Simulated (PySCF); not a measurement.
Work out the structure from these simulated measurements.

Formula: C4H7N.

| Property | Result |
| --- | --- |
| Dipole | 1.44 D [CAM-B3LYP/def2-SVPD] |
| Rotational structure | rotational constants A, B, C: 15.935, 3.364, 3.197 GHz [PBE0-D3(BJ)/def2-SVP] |
| UV, strongest line | among the 10 lowest singlet transitions: S2 at 6.83 eV (182 nm, f = 0.370) [TDDFT CAM-B3LYP/def2-SVPD] |
| XPS | C1s 290.6 (×2), C1s 291.2, C1s 291.4, N1s 405.0 eV [ΔSCF SCAN, pcX-2 on the ionised atom, pcseg-1 elsewhere, spin-free X2C] |
| Polarisability | 57.0 au [CAM-B3LYP/def2-SVPD] |
| 13C NMR | chemical shifts (computed TMS as zero) by class: 152.7 (1 C), 45.1 (1 C), 12.4 (2 C) ppm [GIAO PBE0/pcSseg-1] |
| NMR, other nuclei | isotropic shieldings of nuclei other than C and H, by class: -154 (1 N) ppm [GIAO PBE0/pcSseg-1] |
| Triplet | lowest triplet excitation (Tamm–Dancoff): 4.26 eV [TDA CAM-B3LYP/def2-SVPD] |

Gas-phase values; electronic properties from PySCF, density fitting. Levels stand in brackets. One conformer (not necessarily the lowest) at the PBE0-D3(BJ)/def2-SVP geometry, without solvent, vibrations or thermal averaging. NMR values are class means; diastereotopic atoms form classes of their own.

Q: What is the compound? Reason from the data.

A: Numbering: `[CH2:1]=[N:2][CH:3]1[CH2:4][CH2:5]1`. Its formula, C4H7N, gives 2 degrees of unsaturation: 1 ring and 1 π bond in the structure found. 4 carbons fall into 3 classes; from least to most shielded: imine carbon [C1] (152.7 ppm), ring sp3 carbon bound to nitrogen [C3] (45.1 ppm), three-membered-ring carbon [C4/C5] (12.4 ppm, 2 C). The other shieldings belong to: -154 ppm, imine nitrogen [N2]. The core levels belong to: C1s 290.6 eV, three-membered-ring carbon [C4/C5]; C1s 291.2 eV, imine carbon [C1]; C1s 291.4 eV, sp3 carbon bound to nitrogen [C3]; N1s 405.0 eV, imine nitrogen [N2]. The optimised geometry has point group Cs and is an asymmetric top. Structure: `N(=C)C1CC1`. Computed isomers that give other values at the same levels: `N[C@@H]1[C@H]2C[C@@H]12` (core binding energies: C1s 290.6 (×2), C1s 290.9, C1s 291.7, N1s 405.2 eV); `CCC1=NC1` (13C chemical shifts (computed TMS as zero) by class: 176.1 (1 C), 24.5 (1 C), 20.5 (1 C), 10.7 (1 C) ppm); `C=C=CCN` (13C chemical shifts (computed TMS as zero) by class: 222.6 (1 C), 98.6 (1 C), 78.7 (1 C), 46.6 (1 C) ppm). The assignments are read from this structure; whether some other isomer fits the data as well wasn't checked.

The values belong to the conformer `[CH2:1]=[N:2][CH:3]1[CH2:4][CH2:5]1`: C1–N2–C3–C4 -146°.
